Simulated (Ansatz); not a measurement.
`CC1=NCCO1` + `C#CN` → `C#CNC` + `C1=NCCO1` at 700 K and 1 bar (substitution at a C–C bond).

Gas-phase electronic energies from Ansatz, PBE0-D4/def2-TZVP geometries. CCSD(T)/CBS is the MP2 limit (def2-TZVPP, def2-QZVPP) plus CCSD(T) − MP2 in def2-TZVPP, frozen cores. This one scheme is used for every species. Each species was taken in one conformer, which may not be the lowest.

```csv
species,CCSD(T)/CBS energy (Eh),H − E (kJ/mol),S (J/(mol·K))
`CC1=NCCO1`,-286.28352,364.1,441.4
`C#CN`,-132.52893,160.3,317.0
`C#CNC`,-171.77864,250.9,378.4
`C1=NCCO1`,-247.01135,273.1,376.5
```

H − E and S are ideal-gas, rigid-rotor, harmonic terms from PBE0-D4/def2-TZVP, for one conformer and one mirror image of each species. 1 Eh = 2625.50 kJ/mol, R = 8.31446 J/(mol·K).

By hand: ΔE, ΔH, ΔS and ΔG.

ΔE = (-171.77864) + (-247.01135) − (-286.28352) − (-132.52893) = 0.02246 Eh = 59.0 kJ/mol. Δ(H − E) = 250.9 + 273.1 − 364.1 − 160.3 = -0.4, so ΔH = 58.6 kJ/mol. ΔS = 378.4 + 376.5 − 441.4 − 317.0 = -3.5 J/(mol·K). ΔG = 58.6 − 700 × (-3.5)/1000 = 61.1 kJ/mol.

By hand: the equilibrium constant, and the temperature at which ΔG would vanish if ΔH and ΔS stayed fixed.

log₁₀ K = −ΔG/(RT ln 10) = -4.6. ΔH and −TΔS have one sign here, so there is no such temperature.

The number of gas molecules stays the same, so ΔS is small and ΔH decides. A doubt of 5 kJ/mol in ΔE shifts log₁₀ K by 0.4 here. Other conformers and mirror images would add mixing entropy, several J/(mol·K) or more a flexible species. Modes under 60 cm⁻¹, often nearly free rotors, make the harmonic entropy too high. These are equilibria of isolated gas molecules and say nothing of rates. Largest T1 diagnostic: 0.014 (customary marks: 0.02 for closed shells, 0.045 for open ones).

ΔS is within the doubt of such terms, so its sign, and with it that verdict, could turn.
